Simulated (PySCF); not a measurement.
SMILES C#C/C=C\N, PBE/def2-SVP optimised geometry.

```
10

C      1.68    -0.13     0.00
C      0.45    -0.13     0.00
C     -0.96    -0.09     0.03
C     -1.66     0.83     0.76
N     -1.11     1.77     1.59
H      2.76    -0.16    -0.01
H     -1.53    -0.83    -0.56
H     -2.76     0.82     0.73
H     -0.10     1.91     1.54
H     -1.67     2.58     1.86
```

Density from PBE/def2-TZVP run with PySCF 2.14.0 at that geometry.

Minimum of the electron density along straight lines between bonded atoms, close to the bond critical point (lines longer than 1.1 times the sum of covalent radii, or with two minima, are not listed):

```
bond    length / Å  ρ at the minimum / e bohr⁻³  ∇²ρ there / e bohr⁻⁵  position (fraction from the first atom)
------  ----------  ---------------------------  --------------------  ---------------------------------------
C1–C2        1.231                        0.392                 -1.05                                     0.49
C2–C3        1.417                        0.287                 -0.77                                     0.53
C3–C4        1.373                        0.320                 -0.89                                     0.48
C4–N5        1.367                        0.316                 -0.96                                     0.38
C1–H6        1.080                        0.276                 -0.96                                     0.66
C3–H7        1.101                        0.269                 -0.89                                     0.65
C4–H8        1.102                        0.275                 -0.94                                     0.65
N5–H9        1.023                        0.328                 -1.60                                     0.74
N5–H10       1.018                        0.332                 -1.61                                     0.74
```
